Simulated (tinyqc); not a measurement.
Inside a calculation. Method: UHF in the sto-3g basis, for NH3, spin multiplicity 1. One step of it, computed by the program tinyqc.

Problem. Iteration 1: diagonalisation and new density. Diagonalise F' = X^T F X, C = X C', fill 5 alpha and 5 beta electrons from the bottom; D(s) = C_occ C_occ^T. Each column has its largest component positive (the first on a tie).

F(alpha) (hartree), order 1N 1s, 1N 2s, 1N 2px, 1N 2py, 1N 2pz, 2H 1s, 3H 1s, 4H 1s:
```
[[-14.896666, -3.826911, -0.000186, 0.000293, 0.027655, -0.866277, -0.865123, -0.866777],
 [-3.826911, -1.695598, -0.002186, 0.027919, 0.169181, -0.776609, -0.778623, -0.769593],
 [-0.000186, -0.002186, -0.179893, 0.001819, 0.000532, -0.374586, 0.185360, 0.185118],
 [0.000293, 0.027919, 0.001819, -0.182036, 0.055496, 0.002469, -0.317734, 0.322250],
 [0.027655, 0.169181, 0.000532, 0.055496, -0.164836, 0.235049, 0.207661, 0.260327],
 [-0.866277, -0.776609, -0.374586, 0.002469, 0.235049, -0.434085, -0.318727, -0.323051],
 [-0.865123, -0.778623, 0.185360, -0.317734, 0.207661, -0.318727, -0.419046, -0.318273],
 [-0.866777, -0.769593, 0.185118, 0.322250, 0.260327, -0.323051, -0.318273, -0.436557]]
```

F(beta) (hartree), order 1N 1s, 1N 2s, 1N 2px, 1N 2py, 1N 2pz, 2H 1s, 3H 1s, 4H 1s:
```
[[-14.896666, -3.826911, -0.000186, -0.000293, 0.027655, -0.866277, -0.866777, -0.865123],
 [-3.826911, -1.695598, -0.002186, -0.027919, 0.169181, -0.776609, -0.769593, -0.778623],
 [-0.000186, -0.002186, -0.179893, -0.001819, 0.000532, -0.374586, 0.185118, 0.185360],
 [-0.000293, -0.027919, -0.001819, -0.182036, -0.055496, -0.002469, -0.322250, 0.317734],
 [0.027655, 0.169181, 0.000532, -0.055496, -0.164836, 0.235049, 0.260327, 0.207661],
 [-0.866277, -0.776609, -0.374586, -0.002469, 0.235049, -0.434085, -0.323051, -0.318727],
 [-0.866777, -0.769593, 0.185118, -0.322250, 0.260327, -0.323051, -0.436557, -0.318273],
 [-0.865123, -0.778623, 0.185360, 0.317734, 0.207661, -0.318727, -0.318273, -0.419046]]
```

X, order 1N 1s, 1N 2s, 1N 2px, 1N 2py, 1N 2pz, 2H 1s, 3H 1s, 4H 1s:
```
[[1.024980, -0.152385, -0.000002, 0.000000, 0.012734, 0.022085, 0.022084, 0.022084],
 [-0.152385, 1.351706, 0.000037, 0.000000, -0.137837, -0.291984, -0.291916, -0.291916],
 [-0.000002, 0.000037, 1.120002, 0.000000, -0.000018, -0.271631, 0.135785, 0.135785],
 [0.000000, 0.000000, 0.000000, 1.120001, 0.000000, 0.000000, -0.235212, 0.235212],
 [0.012734, -0.137837, -0.000018, 0.000000, 1.057558, 0.122325, 0.122289, 0.122289],
 [0.022085, -0.291984, -0.271631, 0.000000, 0.122325, 1.222014, -0.055211, -0.055211],
 [0.022084, -0.291916, 0.135785, -0.235212, 0.122289, -0.055211, 1.221942, -0.055191],
 [0.022084, -0.291916, 0.135785, 0.235212, 0.122289, -0.055211, -0.055191, 1.221942]]
```

Give: F' = X^T F X; orbital energies; coefficients C; F' = X^T F X; orbital energies; coefficients C; D(alpha) after iteration 1; D(beta) after iteration 1.

Solution.

F' = X^T F X (alpha) (hartree):
```
[[-14.5972, -2.0828, 0.0000, -0.0041, 0.0511, -0.1180, -0.1154, -0.1205],
 [-2.0828, -0.5458, -0.0018, 0.0341, -0.0710, -0.4414, -0.4550, -0.4270],
 [0.0000, -0.0018, 0.1027, 0.0019, 0.0003, -0.4825, 0.2413, 0.2404],
 [-0.0041, 0.0341, 0.0019, 0.0967, 0.0746, 0.0009, -0.4122, 0.4123],
 [0.0511, -0.0710, 0.0003, 0.0746, -0.0500, 0.2010, 0.1545, 0.2468],
 [-0.1180, -0.4414, -0.4825, 0.0009, 0.2010, 0.0888, -0.0971, -0.0972],
 [-0.1154, -0.4550, 0.2413, -0.4122, 0.1545, -0.0971, 0.1001, -0.0929],
 [-0.1205, -0.4270, 0.2404, 0.4123, 0.2468, -0.0972, -0.0929, 0.0855]]
```

orbital energies (alpha) (hartree): [-14.9062, -0.9363, -0.4465, -0.4439, -0.1567, 0.6902, 0.7376, 0.7426]

coefficients C (alpha), order 1N 1s, 1N 2s, 1N 2px, 1N 2py, 1N 2pz, 2H 1s, 3H 1s, 4H 1s:
```
[[0.9927, -0.1999, 0.0016, 0.0014, -0.1117, -0.1893, 0.0221, 0.0344],
 [0.0344, 0.6286, -0.0064, -0.0112, 0.5141, 1.1778, -0.1446, -0.2370],
 [0.0000, 0.0032, 0.5896, -0.0696, 0.0001, 0.0608, 0.9619, -0.2892],
 [0.0000, -0.0130, 0.0652, 0.5953, -0.0909, 0.2711, 0.2640, 0.9246],
 [-0.0062, -0.1698, -0.0029, -0.0429, 0.8521, -0.5919, 0.1119, 0.2508],
 [-0.0072, 0.2155, 0.5085, -0.0468, -0.1086, -0.7074, -0.8193, 0.4279],
 [-0.0072, 0.2034, -0.2023, 0.4706, 0.0098, -0.8458, 0.3267, -0.7400],
 [-0.0071, 0.2162, -0.3054, -0.3980, -0.2247, -0.4025, 0.7534, 0.7714]]
```

F' = X^T F X (beta) (hartree):
```
[[-14.5972, -2.0828, 0.0000, 0.0041, 0.0511, -0.1180, -0.1205, -0.1154],
 [-2.0828, -0.5458, -0.0018, -0.0341, -0.0710, -0.4414, -0.4270, -0.4550],
 [0.0000, -0.0018, 0.1027, -0.0019, 0.0003, -0.4825, 0.2404, 0.2413],
 [0.0041, -0.0341, -0.0019, 0.0967, -0.0746, -0.0009, -0.4123, 0.4122],
 [0.0511, -0.0710, 0.0003, -0.0746, -0.0500, 0.2010, 0.2468, 0.1545],
 [-0.1180, -0.4414, -0.4825, -0.0009, 0.2010, 0.0888, -0.0972, -0.0971],
 [-0.1205, -0.4270, 0.2404, -0.4123, 0.2468, -0.0972, 0.0855, -0.0929],
 [-0.1154, -0.4550, 0.2413, 0.4122, 0.1545, -0.0971, -0.0929, 0.1001]]
```

orbital energies (beta) (hartree): [-14.9062, -0.9363, -0.4465, -0.4439, -0.1567, 0.6902, 0.7376, 0.7426]

coefficients C (beta), order 1N 1s, 1N 2s, 1N 2px, 1N 2py, 1N 2pz, 2H 1s, 3H 1s, 4H 1s:
```
[[0.9927, -0.1999, 0.0016, -0.0014, -0.1117, -0.1893, 0.0221, -0.0344],
 [0.0344, 0.6286, -0.0064, 0.0112, 0.5141, 1.1778, -0.1446, 0.2370],
 [0.0000, 0.0032, 0.5896, 0.0696, 0.0001, 0.0608, 0.9619, 0.2892],
 [0.0000, 0.0130, -0.0652, 0.5953, 0.0909, -0.2711, -0.2640, 0.9246],
 [-0.0062, -0.1698, -0.0029, 0.0429, 0.8521, -0.5919, 0.1119, -0.2508],
 [-0.0072, 0.2155, 0.5085, 0.0468, -0.1086, -0.7074, -0.8193, -0.4279],
 [-0.0071, 0.2162, -0.3054, 0.3980, -0.2247, -0.4025, 0.7534, -0.7714],
 [-0.0072, 0.2034, -0.2023, -0.4706, 0.0098, -0.8458, 0.3267, 0.7400]]
```

D(alpha) after iteration 1, order 1N 1s, 1N 2s, 1N 2px, 1N 2py, 1N 2pz, 2H 1s, 3H 1s, 4H 1s:
```
[[1.0379, -0.1490, 0.0002, 0.0136, -0.0675, -0.0373, -0.0486, -0.0262],
 [-0.1490, 0.6608, -0.0009, -0.0619, 0.3316, 0.0767, 0.1287, 0.0265],
 [0.0002, -0.0009, 0.3524, -0.0030, 0.0008, 0.3037, -0.1514, -0.1517],
 [0.0136, -0.0619, -0.0030, 0.3670, -0.1010, 0.0124, 0.2634, -0.2392],
 [-0.0675, 0.3316, 0.0008, -0.1010, 0.7568, -0.1285, -0.0458, -0.2102],
 [-0.0373, 0.0767, 0.3037, 0.0124, -0.1285, 0.3190, -0.0821, -0.0656],
 [-0.0486, 0.1287, -0.1514, 0.2634, -0.0458, -0.0821, 0.3039, -0.0837],
 [-0.0262, 0.0265, -0.1517, -0.2392, -0.2102, -0.0656, -0.0837, 0.3490]]
```

D(beta) after iteration 1, order 1N 1s, 1N 2s, 1N 2px, 1N 2py, 1N 2pz, 2H 1s, 3H 1s, 4H 1s:
```
[[1.0379, -0.1490, 0.0002, -0.0136, -0.0675, -0.0373, -0.0262, -0.0486],
 [-0.1490, 0.6608, -0.0009, 0.0619, 0.3316, 0.0767, 0.0265, 0.1287],
 [0.0002, -0.0009, 0.3524, 0.0030, 0.0008, 0.3037, -0.1517, -0.1514],
 [-0.0136, 0.0619, 0.0030, 0.3670, 0.1010, -0.0124, 0.2392, -0.2634],
 [-0.0675, 0.3316, 0.0008, 0.1010, 0.7568, -0.1285, -0.2102, -0.0458],
 [-0.0373, 0.0767, 0.3037, -0.0124, -0.1285, 0.3190, -0.0656, -0.0821],
 [-0.0262, 0.0265, -0.1517, 0.2392, -0.2102, -0.0656, 0.3490, -0.0837],
 [-0.0486, 0.1287, -0.1514, -0.2634, -0.0458, -0.0821, -0.0837, 0.3039]]
```
